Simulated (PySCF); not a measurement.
**Frontier levels across methods**

C3H3Cl2O (charge +1).
Cartesian coordinates in Å at the PBE0-D3(BJ)/def2-SVP level; atoms count from 1:
```xyz
9
C3H3Cl2O angstrom
O     -2.2151    1.0711   -0.4368
C     -1.4037    0.3574   -0.1617
C     -0.3699   -0.5779    0.1932
C      1.0032    0.0902   -0.0190
Cl     1.1119    1.4936    1.0420
Cl     1.1631    0.5127   -1.7228
H     -0.5406   -0.8616    1.2508
H     -0.5097   -1.4696   -0.4497
H      1.7897   -0.6287    0.2506
```

Basis pcSseg-2 throughout (PySCF), one geometry. Geometry: PBE0-D3(BJ)/def2-SVP, one conformer, isolated ion.

Q: How do the orbital energies and the gap change with the method?

A: 
| method | kind | HOMO (eV) | LUMO (eV) | gap (eV) | SCF cycles |
| --- | --- | --- | --- | --- | --- |
| BLYP | GGA | -12.15 | -9.22 | 2.94 | 16 |
| B97-D | GGA | -12.31 | -9.25 | 3.06 | 16 |
| PBE | GGA | -12.31 | -9.32 | 2.99 | 16 |
| OPBE | GGA | -12.36 | -9.23 | 3.13 | 16 |
| BP86 | GGA | -12.40 | -9.40 | 3.00 | 16 |
| KT2 | GGA | -12.45 | -9.26 | 3.19 | 16 |
| LDA | LDA | -12.46 | -9.56 | 2.89 | 15 |
| KT3 | GGA | -12.47 | -9.29 | 3.19 | 16 |
| B3LYP | global hybrid | -13.43 | -8.50 | 4.93 | 14 |
| B97-2 | global hybrid | -13.45 | -8.30 | 5.15 | 14 |
| PBE0 | global hybrid | -13.70 | -8.20 | 5.50 | 14 |
| mPW1PW91 | global hybrid | -13.73 | -8.23 | 5.49 | 14 |
| BHandHLYP | global hybrid | -14.97 | -6.95 | 8.01 | 13 |
| CAM-B3LYP | range-separated hybrid | -15.07 | -7.00 | 8.07 | 14 |
| wB97X-D | range-separated hybrid | -15.56 | -6.32 | 9.25 | 15 |
| LC-wPBE | range-separated hybrid | -16.49 | -5.74 | 10.75 | 14 |
| HF | Hartree–Fock | -17.01 | -3.76 | 13.25 | 11 |

The HOMO spans 4.86 eV, from BLYP down to HF, and the gap runs from 2.89 eV (LDA) to 13.25 eV (HF). Over the methods BLYP (0 %), B97-D (0 %), PBE (0 %), OPBE (0 %), BP86 (0 %), KT2 (0 %), LDA (0 %), KT3 (0 %), B3LYP (20 %), B97-2 (21 %), PBE0 (25 %), mPW1PW91 (25 %), BHandHLYP (50 %), HF (100 %), a straight line through the gap against the share of exact exchange rises by 1.01 eV for each 10 % (correlation coefficient 0.999).

The vertical ΔSCF ionisation energy at PBE0/def2-SVPD is 16.06 eV; −ε(HOMO) comes closest to it with LC-wPBE (16.49 eV).
